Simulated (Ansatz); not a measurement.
**C4H10S (SMILES CCSCC): levels of theory compared**

Aim: a comparison of 4 runs (HF/3-21G, HF/def2-SVP, HF/6-311G**, PBE0/cc-pVDZ) of C4H10S. 

Program for the calculation: Ansatz 0.2.0.

5 further runs of the same task are left out: 2 that didn't finish, 3 set aside as unsound or not needed.

**1. The system as given**

The species is C4H10S (15 atoms), meant as a singlet with charge 0. SMILES: `CCSCC`. The coordinates come from a PBE0-D4/def2-TZVP relaxation. This is one conformer, not always the lowest.

Bond lengths: C1–C2 1.515 Å, C2–S3 1.806 Å, S3–C4 1.806 Å, C4–C5 1.515 Å, C1–H6 1.092 Å, C1–H7 1.094 Å, C1–H8 1.092 Å, C2–H9 1.093 Å, C2–H10 1.093 Å, C4–H11 1.093 Å, C4–H12 1.093 Å, C5–H13 1.092 Å, C5–H14 1.092 Å, C5–H15 1.094 Å. Some angles: C1–C2–S3 114.8°, C2–S3–C4 102.2°, S3–C4–C5 114.8°, C1–C2–H9 110.6°, C1–C2–H10 111.2°, S3–C2–H9 103.6°, S3–C2–H10 109.5°, C2–C1–H6 110.9°, C2–C1–H7 110.4°, C2–C1–H8 111.6°.

**2. Energy and forces at HF/3-21G (run 1)**

File input.yaml:

```yaml
crystal:
  periodic: [false, false, false]
  atoms:
    - {symbol: C, position_ang: [-1.973500, 0.077200, -0.225200]}
    - {symbol: C, position_ang: [-0.909300, -0.781100, -0.878900]}
    - {symbol: S, position_ang: [0.234800, -1.576900, 0.269900]}
    - {symbol: C, position_ang: [1.046600, -0.160100, 1.041900]}
    - {symbol: C, position_ang: [1.852100, 0.706000, 0.094600]}
    - {symbol: H, position_ang: [-2.543000, -0.499300, 0.506200]}
    - {symbol: H, position_ang: [-2.666800, 0.464900, -0.977100]}
    - {symbol: H, position_ang: [-1.537200, 0.936200, 0.289400]}
    - {symbol: H, position_ang: [-1.365700, -1.620400, -1.409900]}
    - {symbol: H, position_ang: [-0.344200, -0.212900, -1.622000]}
    - {symbol: H, position_ang: [0.307100, 0.431800, 1.587200]}
    - {symbol: H, position_ang: [1.697200, -0.614700, 1.793500]}
    - {symbol: H, position_ang: [2.597900, 0.111800, -0.436800]}
    - {symbol: H, position_ang: [1.214400, 1.189000, -0.649100]}
    - {symbol: H, position_ang: [2.367900, 1.497700, 0.645600]}
basis:
  gaussian: {orbitals: 3-21G.json}
output: {forces: true, orbitals: {seedname: orbitals}}
accuracy: high
hamiltonian: {xc: hf}
```

The basis set 3-21G is read from a file made from the Basis Set Exchange's data (not shown).

Command:

```sh
ansatz run input.yaml --threads 1 --pin off --max-ram 2610MiB --events-out events.jsonl --progress --plain --runs-dir runs
```

Standard output, shortened:

```text
Warning: RAYON_NUM_THREADS=1 ignored (pool sized by the plan → 1); use --threads N
Functional definition: HF
  name "HF"
[...]
1747 factors; integrals over basis functions are off by at most 9.9e-9 eV
[...]
mean field -15020.23784402 eV, -551.9835596850 hartree, gradient 1.5e-8 eV, S^2 0.000000; 0 other end points of the search recorded, 0 dependent functions left out
[...]
reference -15020.23784402 eV, -551.9835596850 hartree; 25, 25 occupied and 44, 44 virtual orbitals, 1747 factors
Total energy: -15020.23784402 eV, -551.9835596850 hartree
Atom 0 at    -1.973500     0.077200    -0.225200 Å, force    -0.556791     0.454727     0.360202 eV/Å
Atom 1 at    -0.909300    -0.781100    -0.878900 Å, force    -0.636151     0.187411    -1.828373 eV/Å
Atom 2 at     0.234800    -1.576900     0.269900 Å, force     0.277311    -1.836271     0.313917 eV/Å
Atom 3 at     1.046600    -0.160100     1.041900 Å, force     0.465459     0.940764     1.639075 eV/Å
Atom 4 at     1.852100     0.706000     0.094600 Å, force     0.421732     0.454760    -0.515615 eV/Å
Atom 5 at    -2.543000    -0.499300     0.506200 Å, force     0.156775     0.143984    -0.219920 eV/Å
Atom 6 at    -2.666800     0.464900    -0.977100 Å, force     0.189635    -0.125566     0.202067 eV/Å
Atom 7 at    -1.537200     0.936200     0.289400 Å, force    -0.118642    -0.240695    -0.154430 eV/Å
Atom 8 at    -1.365700    -1.620400    -1.409900 Å, force     0.076138     0.359756     0.171349 eV/Å
Atom 9 at    -0.344200    -0.212900    -1.622000 Å, force    -0.254426    -0.182907     0.306634 eV/Å
Atom 10 at     0.307100     0.431800     1.587200 Å, force     0.313028    -0.193086    -0.243935 eV/Å
Atom 11 at     1.697200    -0.614700     1.793500 Å, force    -0.169483     0.248052    -0.275943 eV/Å
Atom 12 at     2.597900     0.111800    -0.436800 Å, force    -0.203152     0.156394     0.168778 eV/Å
Atom 13 at     1.214400     1.189000    -0.649100 Å, force     0.175173    -0.132919     0.217391 eV/Å
Atom 14 at     2.367900     1.497700     0.645600 Å, force    -0.136608    -0.234404    -0.141196 eV/Å
Dipole moment:    -0.062802     0.418086    -0.071219 e Å
```

It took 8.7 s on 1 thread of Intel Xeon at 2.50GHz (Skylake/Cascade Lake), shared host; peak memory 0.19 GiB.

**3. Energy and gradient at HF/def2-SVP (run 2)**

Edit input.yaml of step 2 so:

```diff
@@ -19,5 +19,7 @@
 basis:
-  gaussian: {orbitals: 3-21G.json}
+  gaussian:
+    orbitals: def2-SVP
+hamiltonian:
+  xc: hf
+accuracy: high
 output: {forces: true, orbitals: {seedname: orbitals}}
-accuracy: high
-hamiltonian: {xc: hf}
```

Command:

```sh
ansatz run input.yaml --threads 1 --pin off --max-ram 2610MiB --events-out events.jsonl --progress --plain --runs-dir runs
```

Standard output, shortened:

```text
Warning: RAYON_NUM_THREADS=1 ignored (pool sized by the plan → 1); use --threads N
Functional definition: HF
  name "HF"
[...]
3100 factors; integrals over basis functions are off by at most 1.1e-8 eV
[...]
mean field -15090.96527373 eV, -554.5827447859 hartree, gradient 2.7e-8 eV, S^2 0.000000; 0 other end points of the search recorded, 0 dependent functions left out
[...]
reference -15090.96527373 eV, -554.5827447859 hartree; 25, 25 occupied and 99, 99 virtual orbitals, 3100 factors
Total energy: -15090.96527373 eV, -554.5827447859 hartree
Atom 0 at    -1.973500     0.077200    -0.225200 Å, force    -0.183707     0.147555     0.055487 eV/Å
Atom 1 at    -0.909300    -0.781100    -0.878900 Å, force    -0.033630    -0.099242    -0.343223 eV/Å
Atom 2 at     0.234800    -1.576900     0.269900 Å, force     0.044802    -0.289460     0.050329 eV/Å
[...]
Atom 5 at    -2.543000    -0.499300     0.506200 Å, force     0.008553     0.027105    -0.030456 eV/Å
Atom 6 at    -2.666800     0.464900    -0.977100 Å, force     0.018730    -0.022737     0.032991 eV/Å
Atom 7 at    -1.537200     0.936200     0.289400 Å, force    -0.058662    -0.034715    -0.033104 eV/Å
Atom 8 at    -1.365700    -1.620400    -1.409900 Å, force    -0.001303     0.095622     0.011846 eV/Å
Atom 9 at    -0.344200    -0.212900    -1.622000 Å, force    -0.096594    -0.057233     0.044152 eV/Å
Atom 10 at     0.307100     0.431800     1.587200 Å, force     0.113291    -0.039817    -0.029164 eV/Å
Atom 11 at     1.697200    -0.614700     1.793500 Å, force    -0.027692     0.083726    -0.043490 eV/Å
Atom 12 at     2.597900     0.111800    -0.436800 Å, force    -0.018527     0.031967     0.020575 eV/Å
Atom 13 at     1.214400     1.189000    -0.649100 Å, force     0.064826    -0.003689     0.038930 eV/Å
Atom 14 at     2.367900     1.497700     0.645600 Å, force    -0.010756    -0.038058    -0.023171 eV/Å
Dipole moment:    -0.052968     0.352596    -0.060072 e Å
```

Run time: 34 s. Hardware: 1 thread of Intel Xeon at 2.50GHz (Skylake/Cascade Lake), shared host; peak memory 0.51 GiB.

Run 3 isn't shown in full; the table further down has it.

**4. Energy and forces at PBE0/cc-pVDZ (run 4)**

File molecule.yaml:

```yaml
crystal:
  periodic: [false, false, false]
  atoms:
    - symbol: C
      position_ang: [-1.973500, 0.077200, -0.225200]
    - symbol: C
      position_ang: [-0.909300, -0.781100, -0.878900]
    - symbol: S
      position_ang: [0.234800, -1.576900, 0.269900]
    - symbol: C
      position_ang: [1.046600, -0.160100, 1.041900]
    - symbol: C
      position_ang: [1.852100, 0.706000, 0.094600]
    - symbol: H
      position_ang: [-2.543000, -0.499300, 0.506200]
    - symbol: H
      position_ang: [-2.666800, 0.464900, -0.977100]
    - symbol: H
      position_ang: [-1.537200, 0.936200, 0.289400]
    - symbol: H
      position_ang: [-1.365700, -1.620400, -1.409900]
    - symbol: H
      position_ang: [-0.344200, -0.212900, -1.622000]
    - symbol: H
      position_ang: [0.307100, 0.431800, 1.587200]
    - symbol: H
      position_ang: [1.697200, -0.614700, 1.793500]
    - symbol: H
      position_ang: [2.597900, 0.111800, -0.436800]
    - symbol: H
      position_ang: [1.214400, 1.189000, -0.649100]
    - symbol: H
      position_ang: [2.367900, 1.497700, 0.645600]
basis:
  gaussian: {orbitals: cc-pVDZ}
output: {forces: true, orbitals: {seedname: orbitals}}
hamiltonian: {xc: {name: PBE0}}
accuracy: high
```

Command:

```sh
ansatz run molecule.yaml --threads 1 --pin off --max-ram 2610MiB --events-out events.jsonl --progress --plain --runs-dir runs
```

Standard output, shortened:

```text
Warning: RAYON_NUM_THREADS=1 ignored (pool sized by the plan → 1); use --threads N
Functional definition: PBE0
  name "PBE0"
[...]
3109 factors; integrals over basis functions are off by at most 4.0e-9 eV
[...]
mean field -15137.90538913 eV, -556.3077622097 hartree, gradient 9.4e-8 eV, S^2 0.000000; 0 other end points of the search recorded, 0 dependent functions left out
[...]
reference -15137.90539186 eV, -556.3077623101 hartree; 25, 25 occupied and 99, 99 virtual orbitals, 3109 factors
Total energy: -15137.90539186 eV, -556.3077623101 hartree
Atom 0 at    -1.973500     0.077200    -0.225200 Å, force     0.123708    -0.122098    -0.112150 eV/Å
Atom 1 at    -0.909300    -0.781100    -0.878900 Å, force    -0.167093     0.136584     0.137435 eV/Å
Atom 2 at     0.234800    -1.576900     0.269900 Å, force     0.061972    -0.404786     0.069906 eV/Å
[...]
Atom 5 at    -2.543000    -0.499300     0.506200 Å, force    -0.163408    -0.153389     0.203881 eV/Å
Atom 6 at    -2.666800     0.464900    -0.977100 Å, force    -0.188237     0.108191    -0.193922 eV/Å
Atom 7 at    -1.537200     0.936200     0.289400 Å, force     0.108293     0.241904     0.141748 eV/Å
Atom 8 at    -1.365700    -1.620400    -1.409900 Å, force    -0.111821    -0.225564    -0.151765 eV/Å
Atom 9 at    -0.344200    -0.212900    -1.622000 Å, force     0.158135     0.157658    -0.226247 eV/Å
Atom 10 at     0.307100     0.431800     1.587200 Å, force    -0.205239     0.168870     0.169004 eV/Å
Atom 11 at     1.697200    -0.614700     1.793500 Å, force     0.161922    -0.121397     0.209819 eV/Å
Atom 12 at     2.597900     0.111800    -0.436800 Å, force     0.209238    -0.157526    -0.150529 eV/Å
Atom 13 at     1.214400     1.189000    -0.649100 Å, force    -0.165474     0.141368    -0.207838 eV/Å
Atom 14 at     2.367900     1.497700     0.645600 Å, force     0.138788     0.212842     0.138640 eV/Å
Dipole moment:    -0.050054     0.333188    -0.056767 e Å
```

It took 58 s on 1 thread of Intel Xeon at 2.50GHz (Skylake/Cascade Lake), shared host; peak memory 0.58 GiB.

**5. All runs side by side**

| run | level | energy (Eh) | dipole moment (D) | HOMO energy (eV) | LUMO energy (eV) | wall time |
| --- | --- | --- | --- | --- | --- | --- |
| 1 | HF/3-21G | -551.983560 | 2.06 | -9.09 | 6.14 | 8.7 s |
| 2 | HF/def2-SVP | -554.582745 | 1.74 | -9.01 | 4.50 | 34 s |
| 3 | HF/6-311G** | -554.868144 | 1.93 | -9.05 | 3.94 | 55 s |
| 4 | PBE0/cc-pVDZ | -556.307762 | 1.64 | -6.10 | 1.61 | 58 s |

**6. Summary of results**

```
                       quantity          value
            run 4: total energy  -556.30776 Eh
           run 4: dipole moment         1.64 D
             run 4: HOMO energy       -6.10 eV
             run 4: LUMO energy        1.61 eV
           run 4: HOMO–LUMO gap        7.71 eV
run 4: largest force on an atom     0.415 eV/Å
```

**Reading.** The dipole moment (its size) runs from 1.64 D (PBE0/cc-pVDZ) to 2.06 D (HF/3-21G). The two ends differ in method and basis. The HOMO–LUMO gap runs from 7.71 eV (PBE0/cc-pVDZ) to 15.23 eV (HF/3-21G). All runs together took 2.6 min, the longest 58 s.
